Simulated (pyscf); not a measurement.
`[NH2][SiH2][F]` + `[H]` [doublet] -> `[F][SiH2]` [doublet] + `[NH3]`, a substitution at N (doublet surface; N–Si broken, H–N formed). Structures and frequencies: ωB97X-D3(BJ)/def2-SVP in PySCF. MP2 and CC: frozen core, UHF for open shells. ΔMP2 is the change of the MP2 total energy from the triple- to the quadruple-zeta basis. Energies in kJ/mol from the separated reactants.

Small-basis levels: PySCF, no dispersion term, spherical d functions. Open shells are spin-unrestricted. 

Quick HF/STO-3G single points give ΔE‡ = 231.6 kJ/mol and ΔE = -19.9 kJ/mol. What does CCSD(T)/def2-TZVPP + ΔMP2(QZVPP) give, and how far is the quick result from it?

CCSD(T)/def2-TZVPP + ΔMP2(QZVPP) gives ΔE‡ = 85.8 kJ/mol and ΔE = +9.3 kJ/mol. HF/STO-3G lies 145.8 kJ/mol over it in the barrier and 29.2 kJ/mol under it in the reaction energy, so on this step it does not hold to within 12.6 kJ/mol. CCSD(T)/def2-TZVPP + ΔMP2(QZVPP) has limits of its own. On the product side the descent ends in a complex, 28.9 kJ/mol under the separated species and 107.8 kJ/mol under the saddle at ωB97X-D3(BJ)/def2-TZVP. At ωB97X-D3(BJ) the barrier from the zero used here is 99.2 kJ/mol. The same reactants have a lower exit, to H₂N–SiH•–F + H₂ (barrier +26.0 kJ/mol at ωB97M-D3(BJ), against +88.7 kJ/mol here). This is the saddle that the search found; another between the same sides may lie lower. The angle at the attacked N is 130°. The CCSD(T) − MP2 part came from Ansatz, without density fitting, on the same reference.
